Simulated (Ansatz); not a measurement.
hcp Sc was calculated with r²SCAN (PAW; Ansatz, a quantum-chemistry and plane-wave program).

Run with plane-wave cutoff 600 eV, 24×24×12 k mesh (along the axes of the cell as run), Fermi–Dirac smearing 0.023 eV (set by the program), scalar-relativistic PAW data made under PBE.

Computed at the level's own relaxed cell.

Hill averages of the elastic tensor: K = 55.0 GPa, G = 27.6 GPa. Volume 24.916 Å³/atom, mean atomic mass 44.956 u.

Question: Work out the density, the sound velocities of a polycrystal and the elastic Debye temperature, and Pugh's ratio at this level.

Answer: ρ = 1.66054 × 44.956/24.916 = 2.996 g/cm³. v_l = √[(K + 4G/3)/ρ] = 5.535 km/s and v_t = √(G/ρ) = 3.035 km/s. The mean follows from 3/v_m³ = 1/v_l³ + 2/v_t³: v_m = 3.384 km/s. Θ_D = (ħ/k_B) v_m (6π²/V)^(1/3) = 76.38 K Å s/km × 3.384 × 1.3345 Å⁻¹ = 345 K, counting all atoms of the cell. K/G = 1.99, to be set beside Pugh's rough bound of 1.75 between brittle and ductile metals.
